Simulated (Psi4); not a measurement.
# SiNH3Cl (SMILES [NH][SiH2]Cl) at UBLYP/6-311+G(d,p)

Aim: the vertical electron affinity of SiNH3Cl at UBLYP/6-311+G**, from 2 runs. 

The calculation is run with Psi4 1.11.

1 further run of the same task is left out (set aside as unsound or not needed).

### 1 The molecule

SiNH3Cl has 6 atoms, charge 0, and is taken as a doublet. As SMILES, `[NH][SiH2]Cl`. Geometry: relaxed at PBE0-D4/def2-TZVP. This is one conformer, not always the lowest.

Bond lengths: N1–Si2 1.739 Å, Si2–Cl3 2.043 Å, N1–H4 1.023 Å, Si2–H5 1.485 Å, Si2–H6 1.485 Å. Angles: N1–Si2–Cl3 109.2°, N1–Si2–H5 110.2°, N1–Si2–H6 110.2°, Cl3–Si2–H5 108.0°, Cl3–Si2–H6 108.0°, Si2–N1–H4 112.4°, H5–Si2–H6 111.2°.

### 2 A single-point energy at UBLYP/6-311+G(d,p)

clh3nsi.xyz

```xyz
6
ClH3NSi
N     -1.120700    -0.619300    -0.515800
Si     0.327700     0.083100     0.143100
Cl     1.532200    -1.405400     0.854900
H     -1.761400     0.086800    -0.887700
H      1.072900     0.808700    -0.916500
H     -0.008600     0.982100     1.275900
```

run.py

```python
import numpy as np
from ase.calculators.psi4 import Psi4
from ase.io import read

atoms = read('clh3nsi.xyz')
calc = Psi4(atoms=atoms, method='blyp', basis='6-311+G**', memory='1600MB', num_threads=1, charge=0, multiplicity=2, label='psi4-calc', reference='uks')
calc.psi4.set_options({'puream': True, 'e_convergence': 1e-09, 'd_convergence': 1e-08, 'scf_type': 'pk', 'dft_radial_points': 99, 'dft_spherical_points': 590, 'maxiter': 200})
atoms.calc = calc

print(f'energy: {atoms.get_potential_energy():.6f} eV')
```

Run with:

```bash
python run.py
```

psi4-calc.dat:

```text
[...]
  Running in c1 symmetry.
[...]
  Nuclear repulsion =  140.520318011058436
[...]
  Multiplicity = 2
[...]
  Nalpha       = 21
  Nbeta        = 20
[...]
    Number of basis functions: 100
[...]
   @UKS iter   1:  -805.35276886572569    5.21863e-01   1.25689e-02 ADIIS/DIIS
[...]
   @UKS iter  14:  -806.25001177214301   -7.84439e-12   6.80812e-09 DIIS
[...]
   @S^2 Observed:                7.528687965E-01
[...]
    Orbital Energies [Eh]
    ---------------------
    Alpha Occupied:
       1A   -100.749724     2A    -65.498834     3A    -14.037044
       4A     -9.179596     5A     -7.011430     6A     -7.004412
       7A     -7.004153     8A     -5.101138     9A     -3.520449
      10A     -3.517930    11A     -3.516960    12A     -0.782635
      13A     -0.752477    14A     -0.496853    15A     -0.407775
      16A     -0.365867    17A     -0.359100    18A     -0.290736
      19A     -0.287336    20A     -0.270231    21A     -0.269474
    Alpha Virtual:
      22A     -0.034138    23A     -0.021541    24A     -0.006899
      25A      0.019827    26A      0.021249    27A      0.043721
[...]
  @UKS Final Energy:  -806.25001177214301
   => Energetics <=
    Nuclear Repulsion Energy =            140.5203180110584356
    One-Electron Energy =               -1392.2919956089833704
    Two-Electron Energy =                 502.6912102878617361
    DFT Exchange-Correlation Energy =     -57.1695444620797630
    Empirical Dispersion Energy =           0.0000000000000000
    VV10 Nonlocal Energy =                  0.0000000000000000
    Total Energy =                       -806.2500117721430115
[...]
 Multipole Moments:
 ------------------------------------------------------------------------------------
     Multipole            Electronic (a.u.)      Nuclear  (a.u.)        Total (a.u.)
 ------------------------------------------------------------------------------------
 L = 1.  Multiply by 2.5417464519 to convert [e a0] to [Debye]
 Dipole X            :          2.8654406           -3.1561660           -0.2907254
 Dipole Y            :         -3.2929908            4.3344350            1.0414442
 Dipole Z            :          1.6738108           -1.8995543           -0.2257434
 Magnitude           :                                                    1.1045756
[...]
```

The script printed:

```text
energy: -21939.180302 eV
```

Wall time 16 s (1 thread of Intel Xeon 6975P-C (Granite Rapids), shared host); peak memory 0.8 GiB.

### 3 The singlet anion

run.py

```python
import psi4

psi4.set_memory(1600000000)
psi4.set_num_threads(1)
psi4.core.set_output_file('psi4.out', False)

molecule = psi4.geometry("""
-1 1
N     -2.11781607    -1.17030739    -0.97472074
Si     0.61926325     0.15703624     0.27041981
Cl     2.89543837    -2.65582110     1.61552686
H     -3.32856360     0.16402823    -1.67750988
H      2.02748716     1.52822152    -1.73193399
H     -0.01625164     1.85590003     2.41110156
units au
symmetry c1
no_reorient
no_com
""")

psi4.set_options(dict(puream=True, e_convergence=1e-09, d_convergence=1e-08, scf_type='pk', dft_radial_points=99, dft_spherical_points=590))

E, wfn = psi4.energy('blyp/6-311+G**', molecule=molecule, return_wfn=True)
psi4.oeprop(wfn, 'MULLIKEN_CHARGES', 'LOWDIN_CHARGES', 'DIPOLE')
print(f'total energy {E:.8f} hartree = {E * 27.211386:.5f} eV')
for k, v in sorted(psi4.core.scalar_variables().items()):
    print(f'{k:45s} {v:18.10f}')
```

Run with:

```bash
python run.py
```

psi4.out:

```text
[...]
  Running in c1 symmetry.
[...]
  Nuclear repulsion =  140.520317975682104
[...]
  Multiplicity = 1
[...]
  Nalpha       = 21
  Nbeta        = 21
[...]
    Number of basis functions: 100
[...]
   @RKS iter   1:  -805.59770146831977    2.76930e-01   1.26313e-02 ADIIS/DIIS
[...]
   @RKS iter  13:  -806.32283812936873   -9.54969e-12   4.72131e-09 DIIS
[...]
    Orbital Energies [Eh]
    ---------------------
    Doubly Occupied:
       1A   -100.571560     2A    -65.275664     3A    -13.716795
       4A     -9.002268     5A     -6.833313     6A     -6.827259
       7A     -6.827243     8A     -4.876173     9A     -3.296866
      10A     -3.292399    11A     -3.291235    12A     -0.580961
      13A     -0.464317    14A     -0.277741    15A     -0.170765
      16A     -0.155398    17A     -0.146810    18A     -0.100981
      19A     -0.098640    20A      0.008105    21A      0.047421
[...]
  @RKS Final Energy:  -806.32283812936873
   => Energetics <=
    Nuclear Repulsion Energy =            140.5203179756821044
    One-Electron Energy =               -1401.2496057109524372
    Two-Electron Energy =                 511.8033643924604235
    DFT Exchange-Correlation Energy =     -57.3969147865587956
    Empirical Dispersion Energy =           0.0000000000000000
    VV10 Nonlocal Energy =                  0.0000000000000000
    Total Energy =                       -806.3228381293687335
[...]
 Multipole Moments:
 ------------------------------------------------------------------------------------
     Multipole            Electronic (a.u.)      Nuclear  (a.u.)        Total (a.u.)
 ------------------------------------------------------------------------------------
 L = 1.  Multiply by 2.5417464519 to convert [e a0] to [Debye]
 Dipole X            :        -41.2796223           41.7500972            0.4704750
 Dipole Y            :         49.2392054          -47.5944533            1.6447521
 Dipole Z            :        -23.3037786           23.4284465            0.1246679
 Magnitude           :                                                    1.7152546
[...]
  Mulliken Charges: (a.u.)
   Center  Symbol    Alpha    Beta     Spin     Total
       1     N     3.99333  3.99333  0.00000 -0.98667
       2    SI     6.75780  6.75780  0.00000  0.48439
       3    CL     8.61018  8.61018  0.00000 -0.22036
       4     H     0.43115  0.43115  0.00000  0.13770
       5     H     0.60377  0.60377  0.00000 -0.20754
       6     H     0.60377  0.60377  0.00000 -0.20753
   Total alpha = 21.00000, Total beta = 21.00000, Total charge = -1.00000
  Lowdin Charges: (a.u.)
   Center  Symbol    Alpha    Beta     Spin     Total
[...]
```

The script printed:

```text
total energy -806.32283813 hartree = -21941.16199 eV
CURRENT ENERGY                                   -806.3228381294
CURRENT REFERENCE ENERGY                         -806.3228381294
DD SOLVATION ENERGY                                 0.0000000000
DFT FUNCTIONAL TOTAL ENERGY                      -806.3228381294
DFT TOTAL ENERGY                                 -806.3228381294
DFT VV10 ENERGY                                     0.0000000000
DFT XC ENERGY                                     -57.3969147866
GRID ELECTRONS ALPHA                               21.0000004533
GRID ELECTRONS BETA                                21.0000004533
GRID ELECTRONS TOTAL                               42.0000009065
NUCLEAR REPULSION ENERGY                          140.5203179757
ONE-ELECTRON ENERGY                             -1401.2496057110
PCM POLARIZATION ENERGY                             0.0000000000
PE ENERGY                                           0.0000000000
SCF ITERATION ENERGY                             -806.3228381294
SCF ITERATIONS                                     13.0000000000
SCF TOTAL ENERGY                                 -806.3228381294
TWO-ELECTRON ENERGY                               511.8033643925
XC GRID RADIAL POINTS                              99.0000000000
XC GRID SPHERICAL POINTS                          590.0000000000
XC GRID TOTAL POINTS                           337909.0000000000
```

It took 10 s on 1 thread of Intel Xeon 6975P-C (Granite Rapids), shared host; peak memory 0.79 GiB.

### 4 Outcome

Level: UBLYP/6-311+G**.

```
                                                            quantity          value
                                       doublet SiNH3Cl: total energy  -806.25001 Eh
                                      doublet SiNH3Cl: dipole moment         2.81 D
                 doublet SiNH3Cl: HOMO energy (highest over α and β)       -6.88 eV
                  doublet SiNH3Cl: LUMO energy (lowest over α and β)       -5.34 eV
                                               doublet SiNH3Cl: ⟨S²⟩          0.753
                                         singlet anion: total energy  -806.32284 Eh
                                          singlet anion: HOMO energy        1.29 eV
                                          singlet anion: LUMO energy        3.44 eV
singlet anion: HOMO–LUMO gap (to an unbound level, set by the basis)        2.15 eV
                   vertical electron affinity (to the singlet anion)       1.982 eV
```

At fixed nuclei the extra electron is bound by 1.98 eV (46 kcal/mol). Mulliken charges (singlet anion) run from -0.99 on N1 to +0.48 on Si2; in a basis this large or diffuse they mean little. The HOMO (singlet anion) lies at positive energy, 1.29 eV, as semi-local functionals often give for anions; only total energies tell whether the electron is bound.
